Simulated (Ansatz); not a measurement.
**AlSiH3 (triplet): B2PLYP, PBE-QIDH, RPA-PBE over a scan of the distance Al1–H4 along a hydrogen transfer, cc-pVTZ**

How well do these functionals follow the top wave-function level for AlSiH3 (triplet) over a scan of the distance Al1–H4 along a hydrogen transfer?

Program: Ansatz 0.2.0, Gaussian basis. Level of theory: cc-pVTZ, all electrons in the functionals, frozen cores in the correlation of double hybrids and RPA. These are calculated values, not measurements.

Plan: B2PLYP, PBE-QIDH, RPA-PBE, at 1.586 Å; 1.654 Å; 1.791 Å; 1.927 Å; 2.064 Å.

5 further runs of the same task are left out: 5 for a known fault of the program.

### 1 The system

The geometry derives from fragments relaxed apart (PBE0/def2-TZVP) and kept rigid, so it is no stationary point. A hydrogen atom is moved between rigid fragments.

5 atoms, charge 0, spin multiplicity 3.

Atoms are counted from 1 here; the program's logs count them from 0.

Bond lengths: Al1–H2 1.586 Å, Al1–H3 1.586 Å, Al1–H4 1.586 Å. Angles: H2–Al1–H3 120.0°, H2–Al1–H4 120.0°, H3–Al1–H4 120.0°.

As a file:

```xyz
5
charge 0, multiplicity 3
Al   -1.69410    0.00000    0.00000
H    -2.48702    1.37338    0.00000
H    -2.48702   -1.37338    0.00000
H    -0.10825    0.00000    0.00000
Si    1.80990    0.00000    0.00000
```

No dispersion term is added.

The geometry shown and the zero of energy belong to the point 1.586 Å. The yardstick, UCCSDT(Q), and other wave-function levels (R restricted, U unrestricted, valence and pair active spaces) come from earlier runs.

### 2 B2PLYP, 1.586 Å

Contents of in.yaml:

```yaml
crystal:
  periodic: [false, false, false]
  atoms:
    - {symbol: Al, position_ang: [-1.694098, 0.000000, 0.000000]}
    - {symbol: H, position_ang: [-2.487021, 1.373384, 0.000000]}
    - {symbol: H, position_ang: [-2.487021, -1.373384, 0.000000]}
    - {symbol: H, position_ang: [-0.108250, 0.000000, 0.000000]}
    - {symbol: Si, position_ang: [1.809902, 0.000000, 0.000000]}
basis:
  gaussian: {orbitals: cc-pVTZ}
magnetization: {spin_polarized: true, initial_magnetization: 2}
hamiltonian: {xc: {name: B2PLYP}}
correlation: {electrons: outside_noble_gas}
```

Run with:

```bash
ansatz run in.yaml --threads 2 --pin off --events-out ev --progress --plain --max-ram 24576MiB --backend cuda --devices 0, --max-vram 18GiB
```

Standard output:

```text
Functional definition: B2PLYP
  name "B2PLYP"
  cite "Grimme, J. Chem. Phys. 124, 034108 (2006) doi:10.1063/1.2148954"
  cite "Becke, Phys. Rev. A 38, 3098 (1988) doi:10.1103/PhysRevA.38.3098"
  cite "Lee, Yang & Parr, Phys. Rev. B 37, 785 (1988) doi:10.1103/PhysRevB.37.785"
  parameter a = 0.53
  parameter c = 0.27
  exchange = (1 - a)*b88_x + a*exact_x
  correlation = (1 - c)*lyp_c + c*(mp2_os + mp2_ss)
653 factors; integrals over basis functions are off by at most 1.9e-3 eV
mean field evaluation 1: about -14511.4483 eV, gradient 6.1e0 eV
mean field evaluation 2: about -14511.4975 eV, gradient 6.1e0 eV
mean field evaluation 4: about -14511.9149 eV, gradient 6.2e-1 eV
mean field evaluation 8: about -14511.9248 eV, gradient 8.7e-2 eV
mean field evaluation 16: about -14511.9252 eV, gradient 6.7e-4 eV
mean field evaluation 32: about -14511.1877 eV, gradient 3.3e0 eV
mean field -14511.92524398 eV, -533.3034161802 hartree, gradient 7.5e-6 eV, S^2 2.010682; 4 other end points of the search recorded, 0 dependent functions left out
10 core orbitals not correlated: weight in the atoms' cores, before any rotation towards them, 1.000 or more for the frozen orbitals, at most 0.000 for the correlated occupied ones
reference -14511.92540189 eV, -533.3034219833 hartree; 6, 4 occupied and 94, 96 virtual orbitals, 653 factors
second order -5.52373481 eV of doubles, -0.00000000 eV of singles
Total energy: -14513.41681029 eV, -533.3582302311 hartree
```

Run time: 8.5 s. Hardware: 1 × H100 (card shared with other runs) with 2 threads of AMD EPYC 7R13, shared host; peak host memory 0.77 GiB.

From the report: ⟨S²⟩ of the determinant 2.011 (pure triplet: 2.00).

### 3 B2PLYP, 1.654 Å

Contents of in.yaml:

```yaml
crystal:
  periodic: [false, false, false]
  atoms:
    - {symbol: Al, position_ang: [-1.695280, 0.000000, 0.000000]}
    - {symbol: H, position_ang: [-2.488204, 1.373384, 0.000000]}
    - {symbol: H, position_ang: [-2.488204, -1.373384, 0.000000]}
    - {symbol: H, position_ang: [-0.041280, 0.000000, 0.000000]}
    - {symbol: Si, position_ang: [1.808720, 0.000000, 0.000000]}
basis:
  gaussian: {orbitals: cc-pVTZ}
magnetization: {spin_polarized: true, initial_magnetization: 2}
hamiltonian: {xc: {name: B2PLYP}}
correlation: {electrons: outside_noble_gas}
```

Launched as before.

Standard output:

```text
Functional definition: B2PLYP
  name "B2PLYP"
  cite "Grimme, J. Chem. Phys. 124, 034108 (2006) doi:10.1063/1.2148954"
  cite "Becke, Phys. Rev. A 38, 3098 (1988) doi:10.1103/PhysRevA.38.3098"
  cite "Lee, Yang & Parr, Phys. Rev. B 37, 785 (1988) doi:10.1103/PhysRevB.37.785"
  parameter a = 0.53
  parameter c = 0.27
  exchange = (1 - a)*b88_x + a*exact_x
  correlation = (1 - c)*lyp_c + c*(mp2_os + mp2_ss)
654 factors; integrals over basis functions are off by at most 1.9e-3 eV
mean field evaluation 1: about -14511.4610 eV, gradient 6.1e0 eV
mean field evaluation 2: about -14511.5116 eV, gradient 6.2e0 eV
mean field evaluation 4: about -14511.9125 eV, gradient 6.6e-1 eV
mean field evaluation 8: about -14511.9221 eV, gradient 8.0e-2 eV
mean field evaluation 16: about -14511.9225 eV, gradient 1.8e-3 eV
mean field evaluation 32: about -14511.9176 eV, gradient 5.1e-1 eV
mean field -14511.92250556 eV, -533.3033155449 hartree, gradient 8.6e-6 eV, S^2 2.011017; 4 other end points of the search recorded, 0 dependent functions left out
10 core orbitals not correlated: weight in the atoms' cores, before any rotation towards them, 1.000 or more for the frozen orbitals, at most 0.000 for the correlated occupied ones
reference -14511.92266304 eV, -533.3033213324 hartree; 6, 4 occupied and 94, 96 virtual orbitals, 654 factors
second order -5.57667231 eV of doubles, -0.00000000 eV of singles
Total energy: -14513.42836457 eV, -533.3586548428 hartree
```

It took 3.6 s on 1 × H100 (card shared with other runs) with 2 threads of AMD EPYC 7R13, shared host; peak host memory 0.77 GiB.

From the report: ⟨S²⟩ of the determinant 2.011 (pure triplet: 2.00).

From 1.586 Å: -1.1 kJ/mol.

### 4 B2PLYP, 1.791 Å

Contents of in.yaml:

```yaml
crystal:
  periodic: [false, false, false]
  atoms:
    - {symbol: Al, position_ang: [-1.697657, 0.000000, 0.000000]}
    - {symbol: H, position_ang: [-2.490581, 1.373384, 0.000000]}
    - {symbol: H, position_ang: [-2.490581, -1.373384, 0.000000]}
    - {symbol: H, position_ang: [0.093343, 0.000000, 0.000000]}
    - {symbol: Si, position_ang: [1.806343, 0.000000, 0.000000]}
basis:
  gaussian: {orbitals: cc-pVTZ}
magnetization: {spin_polarized: true, initial_magnetization: 2}
hamiltonian: {xc: {name: B2PLYP}}
correlation: {electrons: outside_noble_gas}
```

Launched as before.

Standard output:

```text
Functional definition: B2PLYP
  name "B2PLYP"
  cite "Grimme, J. Chem. Phys. 124, 034108 (2006) doi:10.1063/1.2148954"
  cite "Becke, Phys. Rev. A 38, 3098 (1988) doi:10.1103/PhysRevA.38.3098"
  cite "Lee, Yang & Parr, Phys. Rev. B 37, 785 (1988) doi:10.1103/PhysRevB.37.785"
  parameter a = 0.53
  parameter c = 0.27
  exchange = (1 - a)*b88_x + a*exact_x
  correlation = (1 - c)*lyp_c + c*(mp2_os + mp2_ss)
655 factors; integrals over basis functions are off by at most 1.6e-3 eV
mean field evaluation 1: about -14511.2952 eV, gradient 6.5e0 eV
mean field evaluation 2: about -14511.3485 eV, gradient 6.6e0 eV
mean field evaluation 4: about -14511.7563 eV, gradient 9.4e-1 eV
mean field evaluation 8: about -14511.7695 eV, gradient 4.4e-2 eV
mean field evaluation 16: about -14511.7697 eV, gradient 1.2e-3 eV
mean field evaluation 32: about -14511.7697 eV, gradient 2.4e-6 eV
mean field -14511.76966490 eV, -533.2976987544 hartree, gradient 2.4e-6 eV, S^2 2.011534; 2 other end points of the search recorded, 0 dependent functions left out
10 core orbitals not correlated: weight in the atoms' cores, before any rotation towards them, 1.000 or more for the frozen orbitals, at most 0.000 for the correlated occupied ones
reference -14511.76982163 eV, -533.2977045139 hartree; 6, 4 occupied and 94, 96 virtual orbitals, 655 factors
second order -5.70028050 eV of doubles, -0.00000000 eV of singles
Total energy: -14513.30889736 eV, -533.3542645039 hartree
```

It took 2.2 s on 1 × H100 (card shared with other runs) with 2 threads of AMD EPYC 7R13, shared host; peak host memory 0.78 GiB.

From the report: ⟨S²⟩ of the determinant 2.012 (pure triplet: 2.00).

From 1.586 Å: +10.4 kJ/mol.

### 5 B2PLYP, 1.927 Å

Contents of in.yaml:

```yaml
crystal:
  periodic: [false, false, false]
  atoms:
    - {symbol: Al, position_ang: [-1.700017, 0.000000, 0.000000]}
    - {symbol: H, position_ang: [-2.492941, 1.373384, 0.000000]}
    - {symbol: H, position_ang: [-2.492941, -1.373384, 0.000000]}
    - {symbol: H, position_ang: [0.226983, 0.000000, 0.000000]}
    - {symbol: Si, position_ang: [1.803983, 0.000000, 0.000000]}
basis:
  gaussian: {orbitals: cc-pVTZ}
magnetization: {spin_polarized: true, initial_magnetization: 2}
hamiltonian: {xc: {name: B2PLYP}}
correlation: {electrons: outside_noble_gas}
```

Same command.

Standard output:

```text
Functional definition: B2PLYP
  name "B2PLYP"
  cite "Grimme, J. Chem. Phys. 124, 034108 (2006) doi:10.1063/1.2148954"
  cite "Becke, Phys. Rev. A 38, 3098 (1988) doi:10.1103/PhysRevA.38.3098"
  cite "Lee, Yang & Parr, Phys. Rev. B 37, 785 (1988) doi:10.1103/PhysRevB.37.785"
  parameter a = 0.53
  parameter c = 0.27
  exchange = (1 - a)*b88_x + a*exact_x
  correlation = (1 - c)*lyp_c + c*(mp2_os + mp2_ss)
655 factors; integrals over basis functions are off by at most 1.3e-3 eV
mean field evaluation 1: about -14510.8915 eV, gradient 7.3e0 eV
mean field evaluation 2: about -14510.9471 eV, gradient 7.3e0 eV
mean field evaluation 4: about -14511.4304 eV, gradient 1.2e0 eV
mean field evaluation 8: about -14511.4483 eV, gradient 4.9e-2 eV
mean field evaluation 16: about -14511.4485 eV, gradient 6.1e-4 eV
mean field evaluation 32: about -14510.7252 eV, gradient 4.0e0 eV
mean field -14511.44846832 eV, -533.2858949977 hartree, gradient 6.3e-6 eV, S^2 2.011863; 4 other end points of the search recorded, 0 dependent functions left out
10 core orbitals not correlated: weight in the atoms' cores, before any rotation towards them, 1.000 or more for the frozen orbitals, at most 0.000 for the correlated occupied ones
reference -14511.44862390 eV, -533.2859007152 hartree; 6, 4 occupied and 94, 96 virtual orbitals, 655 factors
second order -5.84186285 eV of doubles, -0.00000000 eV of singles
Total energy: -14513.02592687 eV, -533.3438655301 hartree
```

Wall time 2.8 s (1 × H100 (card shared with other runs) with 2 threads of AMD EPYC 7R13, shared host); peak host memory 0.78 GiB.

From the report: ⟨S²⟩ of the determinant 2.012 (pure triplet: 2.00).

From 1.586 Å: +37.7 kJ/mol.

### 6 B2PLYP, 2.064 Å

Contents of in.yaml:

```yaml
crystal:
  periodic: [false, false, false]
  atoms:
    - {symbol: Al, position_ang: [-1.702394, 0.000000, 0.000000]}
    - {symbol: H, position_ang: [-2.495318, 1.373384, 0.000000]}
    - {symbol: H, position_ang: [-2.495318, -1.373384, 0.000000]}
    - {symbol: H, position_ang: [0.361606, 0.000000, 0.000000]}
    - {symbol: Si, position_ang: [1.801606, 0.000000, 0.000000]}
basis:
  gaussian: {orbitals: cc-pVTZ}
magnetization: {spin_polarized: true, initial_magnetization: 2}
hamiltonian: {xc: {name: B2PLYP}}
correlation: {electrons: outside_noble_gas}
```

Launched as before.

Standard output:

```text
Functional definition: B2PLYP
  name "B2PLYP"
  cite "Grimme, J. Chem. Phys. 124, 034108 (2006) doi:10.1063/1.2148954"
  cite "Becke, Phys. Rev. A 38, 3098 (1988) doi:10.1103/PhysRevA.38.3098"
  cite "Lee, Yang & Parr, Phys. Rev. B 37, 785 (1988) doi:10.1103/PhysRevB.37.785"
  parameter a = 0.53
  parameter c = 0.27
  exchange = (1 - a)*b88_x + a*exact_x
  correlation = (1 - c)*lyp_c + c*(mp2_os + mp2_ss)
652 factors; integrals over basis functions are off by at most 1.5e-3 eV
mean field evaluation 1: about -14510.1914 eV, gradient 8.4e0 eV
mean field evaluation 2: about -14510.2486 eV, gradient 8.4e0 eV
mean field evaluation 4: about -14510.8904 eV, gradient 1.3e0 eV
mean field evaluation 8: about -14510.9124 eV, gradient 4.5e-2 eV
mean field evaluation 16: about -14510.9125 eV, gradient 1.4e-3 eV
mean field evaluation 32: about -14510.3901 eV, gradient 4.0e0 eV
mean field -14510.91251033 eV, -533.2661989049 hartree, gradient 6.6e-6 eV, S^2 2.012226; 6 other end points of the search recorded, 0 dependent functions left out
10 core orbitals not correlated: weight in the atoms' cores, before any rotation towards them, 1.000 or more for the frozen orbitals, at most 0.000 for the correlated occupied ones
reference -14510.91266417 eV, -533.2662045582 hartree; 6, 4 occupied and 94, 96 virtual orbitals, 652 factors
second order -5.99660208 eV of doubles, -0.00000000 eV of singles
Total energy: -14512.53174673 eV, -533.3257047449 hartree
```

Wall time 8.5 s (1 × H100 (card shared with other runs) with 2 threads of AMD EPYC 7R13, shared host); peak host memory 0.78 GiB.

From the report: ⟨S²⟩ of the determinant 2.012 (pure triplet: 2.00).

From 1.586 Å: +85.4 kJ/mol.

### 7 PBE-QIDH, 1.586 Å

Contents of in.yaml:

```yaml
crystal:
  periodic: [false, false, false]
  atoms:
    - {symbol: Al, position_ang: [-1.694098, 0.000000, 0.000000]}
    - {symbol: H, position_ang: [-2.487021, 1.373384, 0.000000]}
    - {symbol: H, position_ang: [-2.487021, -1.373384, 0.000000]}
    - {symbol: H, position_ang: [-0.108250, 0.000000, 0.000000]}
    - {symbol: Si, position_ang: [1.809902, 0.000000, 0.000000]}
basis:
  gaussian: {orbitals: cc-pVTZ}
magnetization: {spin_polarized: true, initial_magnetization: 2}
hamiltonian: {xc: {name: PBE-QIDH}}
correlation: {electrons: outside_noble_gas}
```

Launched as before.

Standard output:

```text
Functional definition: PBE-QIDH
  name "PBE-QIDH"
  cite "Brémond, Sancho-García, Pérez-Jiménez & Adamo, J. Chem. Phys. 141, 031101 (2014) doi:10.1063/1.4890314"
  cite "Perdew, Burke & Ernzerhof, Phys. Rev. Lett. 77, 3865 (1996) doi:10.1103/PhysRevLett.77.3865"
  parameter a = 3^(-1/3)
  parameter c = 1/3
  exchange = (1 - a)*pbe_x + a*exact_x
  correlation = (1 - c)*pbe_c + c*(mp2_os + mp2_ss)
653 factors; integrals over basis functions are off by at most 1.9e-3 eV
mean field evaluation 1: about -14506.2603 eV, gradient 6.1e0 eV
mean field evaluation 2: about -14506.2638 eV, gradient 6.1e0 eV
mean field evaluation 4: about -14506.8517 eV, gradient 6.5e-1 eV
mean field evaluation 8: about -14506.8667 eV, gradient 5.0e-2 eV
mean field evaluation 16: about -14506.8669 eV, gradient 1.9e-4 eV
mean field -14506.86689495 eV, -533.1175252819 hartree, gradient 5.9e-6 eV, S^2 2.017170; 2 other end points of the search recorded, 0 dependent functions left out
10 core orbitals not correlated: weight in the atoms' cores, before any rotation towards them, 1.000 or more for the frozen orbitals, at most 0.000 for the correlated occupied ones
reference -14506.86690838 eV, -533.1175257755 hartree; 6, 4 occupied and 94, 96 virtual orbitals, 653 factors
second order -5.04321445 eV of doubles, -0.00000000 eV of singles
Total energy: -14508.54797987 eV, -533.1793040130 hartree
```

It took 7 s on 1 × H100 (card shared with other runs) with 2 threads of AMD EPYC 7R13, shared host; peak host memory 0.77 GiB.

From the report: ⟨S²⟩ of the determinant 2.017 (pure triplet: 2.00).

### 8 PBE-QIDH, 1.654 Å

Contents of in.yaml:

```yaml
crystal:
  periodic: [false, false, false]
  atoms:
    - {symbol: Al, position_ang: [-1.695280, 0.000000, 0.000000]}
    - {symbol: H, position_ang: [-2.488204, 1.373384, 0.000000]}
    - {symbol: H, position_ang: [-2.488204, -1.373384, 0.000000]}
    - {symbol: H, position_ang: [-0.041280, 0.000000, 0.000000]}
    - {symbol: Si, position_ang: [1.808720, 0.000000, 0.000000]}
basis:
  gaussian: {orbitals: cc-pVTZ}
magnetization: {spin_polarized: true, initial_magnetization: 2}
hamiltonian: {xc: {name: PBE-QIDH}}
correlation: {electrons: outside_noble_gas}
```

Same command.

Standard output:

```text
Functional definition: PBE-QIDH
  name "PBE-QIDH"
  cite "Brémond, Sancho-García, Pérez-Jiménez & Adamo, J. Chem. Phys. 141, 031101 (2014) doi:10.1063/1.4890314"
  cite "Perdew, Burke & Ernzerhof, Phys. Rev. Lett. 77, 3865 (1996) doi:10.1103/PhysRevLett.77.3865"
  parameter a = 3^(-1/3)
  parameter c = 1/3
  exchange = (1 - a)*pbe_x + a*exact_x
  correlation = (1 - c)*pbe_c + c*(mp2_os + mp2_ss)
654 factors; integrals over basis functions are off by at most 1.9e-3 eV
mean field evaluation 1: about -14506.2868 eV, gradient 6.1e0 eV
mean field evaluation 2: about -14506.2902 eV, gradient 6.1e0 eV
mean field evaluation 4: about -14506.8524 eV, gradient 6.9e-1 eV
mean field evaluation 8: about -14506.8678 eV, gradient 4.8e-2 eV
mean field evaluation 16: about -14506.8679 eV, gradient 2.5e-4 eV
mean field -14506.86792999 eV, -533.1175633189 hartree, gradient 2.6e-6 eV, S^2 2.017712; 2 other end points of the search recorded, 0 dependent functions left out
10 core orbitals not correlated: weight in the atoms' cores, before any rotation towards them, 1.000 or more for the frozen orbitals, at most 0.000 for the correlated occupied ones
reference -14506.86794340 eV, -533.1175638115 hartree; 6, 4 occupied and 94, 96 virtual orbitals, 654 factors
second order -5.08435456 eV of doubles, -0.00000000 eV of singles
Total energy: -14508.56272825 eV, -533.1798460061 hartree
```

It took 6 s on 1 × H100 (card shared with other runs) with 2 threads of AMD EPYC 7R13, shared host; peak host memory 0.77 GiB.

From the report: ⟨S²⟩ of the determinant 2.018 (pure triplet: 2.00).

From 1.586 Å: -1.4 kJ/mol.

### 9 PBE-QIDH, 1.791 Å

Contents of in.yaml:

```yaml
crystal:
  periodic: [false, false, false]
  atoms:
    - {symbol: Al, position_ang: [-1.697657, 0.000000, 0.000000]}
    - {symbol: H, position_ang: [-2.490581, 1.373384, 0.000000]}
    - {symbol: H, position_ang: [-2.490581, -1.373384, 0.000000]}
    - {symbol: H, position_ang: [0.093343, 0.000000, 0.000000]}
    - {symbol: Si, position_ang: [1.806343, 0.000000, 0.000000]}
basis:
  gaussian: {orbitals: cc-pVTZ}
magnetization: {spin_polarized: true, initial_magnetization: 2}
hamiltonian: {xc: {name: PBE-QIDH}}
correlation: {electrons: outside_noble_gas}
```

The command is unchanged.

Standard output:

```text
Functional definition: PBE-QIDH
  name "PBE-QIDH"
  cite "Brémond, Sancho-García, Pérez-Jiménez & Adamo, J. Chem. Phys. 141, 031101 (2014) doi:10.1063/1.4890314"
  cite "Perdew, Burke & Ernzerhof, Phys. Rev. Lett. 77, 3865 (1996) doi:10.1103/PhysRevLett.77.3865"
  parameter a = 3^(-1/3)
  parameter c = 1/3
  exchange = (1 - a)*pbe_x + a*exact_x
  correlation = (1 - c)*pbe_c + c*(mp2_os + mp2_ss)
655 factors; integrals over basis functions are off by at most 1.6e-3 eV
mean field evaluation 1: about -14506.1561 eV, gradient 6.4e0 eV
mean field evaluation 2: about -14506.1596 eV, gradient 6.4e0 eV
mean field evaluation 4: about -14506.6971 eV, gradient 9.2e-1 eV
mean field evaluation 8: about -14506.7159 eV, gradient 5.5e-2 eV
mean field evaluation 16: about -14506.7160 eV, gradient 3.1e-4 eV
mean field -14506.71603844 eV, -533.1119814075 hartree, gradient 3.7e-6 eV, S^2 2.018455; 2 other end points of the search recorded, 0 dependent functions left out
10 core orbitals not correlated: weight in the atoms' cores, before any rotation towards them, 1.000 or more for the frozen orbitals, at most 0.000 for the correlated occupied ones
reference -14506.71605178 eV, -533.1119818977 hartree; 6, 4 occupied and 94, 96 virtual orbitals, 655 factors
second order -5.17953168 eV of doubles, -0.00000000 eV of singles
Total energy: -14508.44256234 eV, -533.1754299906 hartree
```

Run time: 6.5 s. Hardware: 1 × H100 (card shared with other runs) with 2 threads of AMD EPYC 7R13, shared host; peak host memory 0.77 GiB.

From the report: ⟨S²⟩ of the determinant 2.018 (pure triplet: 2.00).

From 1.586 Å: +10.2 kJ/mol.

### 10 PBE-QIDH, 1.927 Å

Contents of in.yaml:

```yaml
crystal:
  periodic: [false, false, false]
  atoms:
    - {symbol: Al, position_ang: [-1.700017, 0.000000, 0.000000]}
    - {symbol: H, position_ang: [-2.492941, 1.373384, 0.000000]}
    - {symbol: H, position_ang: [-2.492941, -1.373384, 0.000000]}
    - {symbol: H, position_ang: [0.226983, 0.000000, 0.000000]}
    - {symbol: Si, position_ang: [1.803983, 0.000000, 0.000000]}
basis:
  gaussian: {orbitals: cc-pVTZ}
magnetization: {spin_polarized: true, initial_magnetization: 2}
hamiltonian: {xc: {name: PBE-QIDH}}
correlation: {electrons: outside_noble_gas}
```

Launched as before.

Standard output:

```text
Functional definition: PBE-QIDH
  name "PBE-QIDH"
  cite "Brémond, Sancho-García, Pérez-Jiménez & Adamo, J. Chem. Phys. 141, 031101 (2014) doi:10.1063/1.4890314"
  cite "Perdew, Burke & Ernzerhof, Phys. Rev. Lett. 77, 3865 (1996) doi:10.1103/PhysRevLett.77.3865"
  parameter a = 3^(-1/3)
  parameter c = 1/3
  exchange = (1 - a)*pbe_x + a*exact_x
  correlation = (1 - c)*pbe_c + c*(mp2_os + mp2_ss)
655 factors; integrals over basis functions are off by at most 1.3e-3 eV
mean field evaluation 1: about -14505.7997 eV, gradient 6.9e0 eV
mean field evaluation 2: about -14505.8034 eV, gradient 6.9e0 eV
mean field evaluation 4: about -14506.3630 eV, gradient 1.1e0 eV
mean field evaluation 8: about -14506.3849 eV, gradient 5.9e-2 eV
mean field evaluation 16: about -14506.3851 eV, gradient 2.9e-4 eV
mean field -14506.38511200 eV, -533.0998200851 hartree, gradient 8.4e-6 eV, S^2 2.018721; 2 other end points of the search recorded, 0 dependent functions left out
10 core orbitals not correlated: weight in the atoms' cores, before any rotation towards them, 1.000 or more for the frozen orbitals, at most 0.000 for the correlated occupied ones
reference -14506.38512530 eV, -533.0998205736 hartree; 6, 4 occupied and 94, 96 virtual orbitals, 655 factors
second order -5.28584220 eV of doubles, -0.00000000 eV of singles
Total energy: -14508.14707269 eV, -533.1645709462 hartree
```

Run time: 2.4 s. Hardware: 1 × H100 (card shared with other runs) with 2 threads of AMD EPYC 7R13, shared host; peak host memory 0.77 GiB.

From the report: ⟨S²⟩ of the determinant 2.019 (pure triplet: 2.00).

From 1.586 Å: +38.7 kJ/mol.

[end of part 1 of 2]
